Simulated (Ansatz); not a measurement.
RuH, octet: from triple and quadruple zeta to the limit

```xyz
2

Ru    0.0000    0.0000    0.0000
H     0.0000    0.0000    1.7532
```

Ansatz 0.2.0, UHF determinant, valence electrons correlated, core potentials past Kr. Energies in eV.

```csv
set,X,functions,Hartree–Fock,MP2 correlation,CCSD(T) correlation,time
def2-TZVPP,3,70,-2572.6239,-4.0650,-4.5344,"7 s on 1 thread of Arm Neoverse V1, on a shared host"
def2-QZVPP,4,118,-2572.7200,-4.3479,-4.8486,"27 s on 1 thread of Arm Neoverse V1, on a shared host"
```

Hartree–Fock is taken to follow E(X) = E∞ + A·exp(−7.88·√X), correlation E(X) = E∞ + B·X^−2.97.

Cautions: no spin-orbit coupling; outer-core shells of the metal frozen; another spin lies lower.

Problem. Work out the CCSD(T) energy at the limit, and how far the shortcut misses it that extrapolates MP2 and adds CCSD(T) minus MP2 from the smaller set.

Solution. Hartree–Fock: E∞ = E4 + 0.1377·(E4 − E3) = -2572.7332. Correlation: E∞ = E4 + 0.7407·(E4 − E3) = -5.0813 for CCSD(T) and -4.5574 for MP2. The limit is -2577.8145 eV, 0.246 eV below def2-QZVPP. The shortcut gives a correlation energy of -4.5574 + (-0.4694) = -5.0268, 54 meV higher than the direct value.

The exponents were fitted on light atoms, and def2 sets of heavy atoms don't grow evenly, so the limit is rough here.
